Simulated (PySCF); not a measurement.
**Electrostatic potential from atomic charges**

Species: `CC#CCF`. Coordinates (PBE0-D3(BJ)/def2-SVP, Å) and charges (e) from the PBE0/pcSseg-1 density (PySCF):

```tsv
atom	x	y	z	Mulliken	IAO	Hirshfeld	ESP-fitted
C1	-1.997	0.133	-0.252	-0.2158	-0.4286	-0.0922	-0.5108
C2	-0.560	-0.024	-0.113	-0.1650	-0.0247	-0.0403	+0.0719
C3	0.641	-0.147	-0.002	-0.2261	-0.0990	-0.0806	-0.2096
C4	2.082	-0.309	0.141	+0.2120	+0.0336	+0.0377	+0.1050
F5	2.774	0.796	-0.289	-0.3267	-0.3152	-0.1219	-0.2098
H6	-2.443	-0.725	-0.779	+0.1524	+0.1702	+0.0609	+0.1788
H7	-2.231	1.040	-0.831	+0.1567	+0.1747	+0.0636	+0.1955
H8	-2.488	0.223	0.729	+0.1525	+0.1695	+0.0604	+0.1796
H9	2.337	-0.491	1.200	+0.1300	+0.1598	+0.0563	+0.0996
H10	2.421	-1.183	-0.442	+0.1300	+0.1597	+0.0562	+0.0998
```

Points outside the species (Å): A (4.4, 2.2, 3.7); B (-1.3, -3.5, 1.7); C (3.9, -2.8, 1.3); D (-4.5, 0.2, -7.7).

Task: Find the potential V = 14.3996 V·Å × Σ q/r of each set of charges at these points.

Result: In volts:

```tsv
point	nearest atom	distance (Å)	Mulliken	IAO	Hirshfeld	ESP-fitted
A	H9	4.21	-0.153	-0.139	-0.076	-0.101
B	H6	3.89	+0.076	+0.139	+0.044	+0.046
C	H9	2.79	+0.403	+0.410	+0.118	+0.271
D	H6	7.28	+0.037	+0.025	+0.021	+0.024
```

Task: How far are the other sets from the ESP-fitted one at these points?

Result: Root-mean-square difference: Mulliken 0.073 V, Hirshfeld 0.078 V, IAO 0.086 V. The ESP scheme fits charges at the nuclei, held to the total charge, to the electrostatic potential on points at 1.4 to 2.0 times the van der Waals radii.

Task: What energy would a point charge of -2 e have at C in the field of the ESP charges, leaving out polarisation?

Result: -0.542 eV = -52.3 kJ/mol, an attraction.

Geometry: PBE0-D3(BJ)/def2-SVP; no solvent, vibrations or thermal averaging.

The run behind these numbers computed NMR shieldings as well. On one thread of an Arm Neoverse V1, no GPU, shared host, this took 6.0 s.
